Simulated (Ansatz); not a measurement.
Si2P3: from a trial structure to a relaxed crystal

Method: DFT PBE, scalar-relativistic, plane waves, PAW in Ansatz. Cutoff 420 eV, Γ-centred k mesh, Gaussian smearing, no spin polarisation in the final step.

The start puts Si2P3 on the sites of a reported Ga3Ni2 cell (P-3m1, No. 164), with Si in place of Ni, P in place of Ga, at a guessed volume.

```
CELL_PARAMETERS angstrom
4.21380 0.00000 0.00000
-2.10690 3.64926 0.00000
0.00000 0.00000 5.08777
ATOMIC_POSITIONS crystal
Si 0.33333 0.66667 0.13800
Si 0.66667 0.33333 0.86200
P 0.00000 0.00000 0.00000
P 0.33333 0.66667 0.62500
P 0.66667 0.33333 0.37500
```

Steps on the 6×6×4 mesh (5 atoms). 12 of 20 steps are shown, and the free energy counts from the last. Trial steps that were taken back and renewals of the plane-wave basis can be among the rows.

```csv
step,ΔF (meV/atom),V (Å³/atom),P (GPa),largest force component (eV/Å)
1,478.3,15.65,0.90,0.947
3,403.4,16.09,1.95,0.877
4,374.4,16.37,-1.27,0.293
6,323.4,15.81,1.55,0.468
8,315.4,15.97,0.32,0.115
10,256.5,15.91,-0.26,0.271
11,180.2,15.29,3.80,0.163
13,91.0,15.27,4.33,0.624
15,71.6,15.49,0.43,0.065
17,11.0,15.60,2.20,0.016
18,0.9,15.93,0.33,0.084
20,0.0,16.11,0.00,0.029
```

A final relaxation ran on a 12×12×6 mesh. The relaxed crystal, P-3m1 (No. 164):

Space group P-3m1 (No. 164). a = 3.466 Å, b = 3.466 Å, c = 7.774 Å, α = 90.00°, β = 90.00°, γ = 120.00°
| atom | site | symmetry | x | y | z |
| --- | --- | --- | --- | --- | --- |
| Si | 2d | 3m. | 0.3333 | 0.6667 | 0.2004 |
| P | 1a | -3m. | 0.0000 | 0.0000 | 0.0000 |
| P | 2d | 3m. | 0.3333 | 0.6667 | 0.6449 |

| Quantity | Value |
| --- | --- |
| Volume per atom | 16.2 Å³ |
| Density | 3.1 g/cm³ |
| Energy over the elements | 0.12 eV/atom |
| Gap on the 12×12×6 mesh | 0 eV (a metal) |

Energies over the elements count from the elements' standard structures at the same level, with no empirical corrections.

The final run used a 12×12×6 mesh on its 5-atom cell and 0.10 eV smearing. For metals, differences of a few meV/atom aren't resolved. Weakly bound directions are ill-defined at this level, which has no dispersion term.

Symmetry constrained the relaxation, so the result can be a saddle point.

Cost: 3 runs of about 1.8 core-minutes in all, on Arm Neoverse V2 (shared hosts).